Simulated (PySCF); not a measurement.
Match the calculated data to a structure.

All candidates are C5H6.

| technique | computed result |
| --- | --- |
| UV, strongest line | among the 6 lowest singlet transitions: S2 at 5.65 eV (219 nm, f = 0.363) [TDDFT PBE0/def2-SVPD] |
| UV, first state | lowest singlet excitation: 5.51 eV (225 nm, f = 0.000) [TDDFT PBE0/def2-SVPD] |
| Triplet | lowest triplet excitation (Tamm–Dancoff): 3.43 eV [TDA PBE0/def2-SVPD] |
| Polarisability | 63.2 au [PBE0/def2-SVPD] |
| Dipole | 1.14 D [PBE0/def2-SVPD] |
| Rotational structure | rotational constants A, B, C: 38.662, 2.285, 2.187 GHz [GFN2-xTB] |
| 1H NMR | chemical shifts (computed TMS as zero) by class: 6.61 (1 H), 5.72 (1 H), 2.51 (1 H), 1.97 (3 H) ppm [GIAO PBE0/pcSseg-1] |
| 13C NMR | chemical shifts (computed TMS as zero) by class: 152.5 (1 C), 116.5 (1 C), 87.0 (1 C), 85.9 (1 C), 23.0 (1 C) ppm [GIAO PBE0/pcSseg-1] |

Electronic properties: PySCF, gas phase, density fitting. Levels stand in brackets. Isolated species at its GFN2-xTB geometry, gas phase. NMR values are class means; diastereotopic atoms form classes of their own.

Problem. Which candidate is it?
A. `C1C23CC12C3`
B. `C#C/C=C/C`
C. `C=CC1=CC1`

Solution. B. It is `C#C/C=C/C`. Numbering: `[CH:1]#[C:2]/[CH:3]=[CH:4]/[CH3:5]`. Its formula, C5H6, gives 3 degrees of unsaturation: 0 rings and 3 π bonds in the structure found. 5 carbons fall into 5 classes; from least to most shielded: alkene CH carbon [C4] (152.5 ppm), alkene CH carbon [C3] (116.5 ppm), alkyne carbon [C2] (87.0 ppm), terminal alkyne carbon [C1] (85.9 ppm), allylic carbon [C5] (23.0 ppm). Hydrogen classes from least to most shielded: 1 H on an alkene CH carbon, C4 (6.61 ppm), 1 H on an alkene CH carbon, C3 (5.72 ppm), 1 H on a terminal alkyne carbon, C1 (2.51 ppm), 3 H on an allylic carbon, C5 (1.97 ppm). S1 is mainly HOMO−1→LUMO (weight 0.97); the largest Löwdin shares of the orbital it empties are 0.43 on the terminal alkyne carbon, 0.41 on the alkyne carbon, 0.07 on an alkene CH carbon and 0.04 on the alkyne hydrogen, of the orbital it fills 0.30 on an alkene CH carbon, 0.21 on an alkene CH carbon, 0.16 on the terminal alkyne carbon and 0.14 on the alkyne carbon. The optimised geometry has point group Cs and is an asymmetric top.

The others, at the same levels:
- `C1C23CC12C3` fails: it has 2 carbon classes against 5; its computed 13C shifts are 79.8 (3 C), 0.9 (2 C) ppm and 1H shifts are 2.06 (6 H) ppm.
- `C=CC1=CC1` fails: its computed lowest singlet excitation is 5.10 eV (243 nm, f = 0.358) (against 5.51 eV), lowest triplet excitation (Tamm–Dancoff) is 2.83 eV (against 3.43 eV) and rotational constant A is 15.764 GHz (against 38.662 GHz).

Each candidate is one conformer, not necessarily the lowest. The conformers computed, where there is a choice (atom-mapped SMILES and torsion angles):
- `[CH2:1]=[CH:2][C:3]1=[CH:4][CH2:5]1`: C1–C2–C3–C4 180°
